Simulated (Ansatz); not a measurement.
**Defect calculation, host Si**

Computed with DFT PBE, scalar-relativistic, plane waves, PAW (Ansatz 0.2.0). (420 eV cutoff, 2×2×2 k-mesh, Gaussian smearing of 0.01 eV, collinear spin in charge +1 alone)

Host crystal, relaxed:

```cif
data_structure
_symmetry_space_group_name_H-M 'P 1'
_symmetry_Int_Tables_number 1
_cell_length_a 3.8679
_cell_length_b 3.8679
_cell_length_c 3.8679
_cell_angle_alpha 60.000
_cell_angle_beta 60.000
_cell_angle_gamma 60.000
_cell_volume 40.92
loop_
_atom_site_label
_atom_site_type_symbol
_atom_site_fract_x
_atom_site_fract_y
_atom_site_fract_z
_atom_site_occupancy
Si1 Si 0.75000 0.75000 0.75000 1
Si2 Si 0.50000 0.50000 0.50000 1
```

Supercell of 16 atoms, rows in host cell vectors: 0 -2 2; 0 0 2; -2 0 2. Atoms relax at the host's cell from a start displaced at random by 0.06 Å near the defect, so other minima may exist. The cell is small, so energies carry finite-size errors of tenths of an eV. The host's Kohn–Sham gap is 0.61 eV. Atoms are taken from and returned to the elements' standard states. Charged cells are corrected for image charges with the computed static dielectric tensor (mean 13.0) and aligned with the host's potential at far atoms (alignment terms reach 1.06 eV; the program doubts the alignment in some charges, where it is up to 1.06 eV). No band-filling term is added, and the Fermi level counts from the host's valence band top.

Starting moments were lost in some runs.

The defect is an interstitial at (0.000, 0.000, 0.000) of the host cell.

```json
{"charge": "+2", "E_f at the valence band top (eV)": "1.84", "over the neutral state (eV)": "-0.23", "moment (μB)": "0.00", "largest move (Å)": "0.08", "atoms near the site": "4 Si at 2.45 Å, 1 Si at 2.78 Å, 5 Si at 2.79 Å"}
{"charge": "+1", "E_f at the valence band top (eV)": "1.61", "over the neutral state (eV)": "-0.46", "moment (μB)": "0.00", "largest move (Å)": "0.08", "atoms near the site": "4 Si at 2.45 Å, 6 Si at 2.78 Å"}
{"charge": "0", "E_f at the valence band top (eV)": "2.07", "over the neutral state (eV)": "0.00", "moment (μB)": "0.00", "largest move (Å)": "0.10", "atoms near the site": "4 Si at 2.47 Å, 6 Si at 2.77 Å"}
```

Among the charges computed the stable one is +1 at the valence band top, changing to 0 at 0.46 eV. In charge +1, 0 the cell has partly filled bands: a level of the defect may be part filled, the carrier may sit in the host's bands, or levels may cross between the k points, so transitions that involve it are doubtful. Without the alignment that the program doubts, the level (+2/+1) would lie at 0.28 eV, inside the gap, so these runs don't decide whether the defect changes charge there. Without the alignment that the program doubts, the level (+1/0) would lie at 1.02 eV, outside the gap, so these runs don't decide whether the defect changes charge there. Other sites of the defect weren't tried.

Task: Which element is it? Judge by the nearest distance in charge 0 and covalent radii.
A. Mg
B. Sc
C. H
D. F
E. Ta

Result: A. The nearest neighbour is Si at 2.47 Å, and the summed covalent radii with Si are 1.68 Å for F, 1.42 Å for H, 2.52 Å for Mg, 2.81 Å for Sc, 2.81 Å for Ta, so Mg fits best. Bonds can miss such sums by a tenth of an ångström or more.

Cost: 4 runs of about 3.7 core-minutes in all, on Intel Xeon Processor @ 2.10GHz (Emerald Rapids) (shared hosts).